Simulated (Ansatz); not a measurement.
How far a parabola holds: energy against volume of rock-salt NbC

Results of PBE in Ansatz (PAW) for rock-salt NbC. Run with plane-wave cutoff 520 eV, 22×22×22 k mesh, Fermi–Dirac smearing 0.05 eV, no spin polarisation, scalar-relativistic PAW data made under PBE. The cell has no free parameter but its volume, all volumes share cutoff and mesh, and the runs aren't spin-polarised. Energies are free energies at the run's smearing, counted from the lowest row; static lattice.

```
V (Å³/atom)  E (meV/atom)
-----------  ------------
10.600                  ?
10.826              18.17
11.051               4.39
11.277               0.00
11.502               4.07
11.728              15.75
```

Problem. Using a parabola, estimate the missing E at V = 10.600 from the other rows, showing the fit.

Solution. With u = V - 11.28, the rows have u = -0.45400, -0.22900, -0.00300, 0.22200, 0.44800. Least squares gives E = -0.013 - 1.771·u + 83.409·u². Residuals (row less fit): 0.187, -0.377, 0.007, 0.365, -0.184; standard error 0.415 (degrees of freedom: 2). The fitted curve has its minimum at V = 11.3, where E = -0.02. Its curvature is d²E/dV² = 2 × 83.409 meV/Å⁶, so B = V0·d²E/dV² × 0.1602 = 302 GPa. At the withheld row, u = -0.68000, so E = -0.013 - 1.771 × (-0.68000) + 83.409 × (-0.68000)² = 39.760 meV/atom. The calculation gives 42.39 meV/atom, 2.630 meV/atom above the prediction (6.2 % of the range of E in the table). The row lies outside the fitted rows, so this is an extrapolation. From the scatter of the fitted rows alone, a prediction at this place has a standard error of 0.983 meV/atom, so the miss is 2.7 times that.

The residuals are curvature that a parabola lacks, not noise. A solid that stiffens under compression and softens on expansion lies above the parabola at the compressed end and under it at the expanded end, as this row does. A third-order Birch-Murnaghan fit to the whole scan has B0 = 300 GPa. Only scans are tabulated whose curvature falls smoothly with volume, and where the parabola meets the shown rows within 5 % of their range and misses the end by 0.1 meV or more.

Measured, for comparison: bulk modulus 281 ± 6 GPa (room temperature, not corrected to a static lattice; as tabulated in High-pressure structural stability of NbC, High Pressure Research 37, 244 …). Computed less measured: bulk modulus +7 %.

Ansatz is an electronic-structure program.
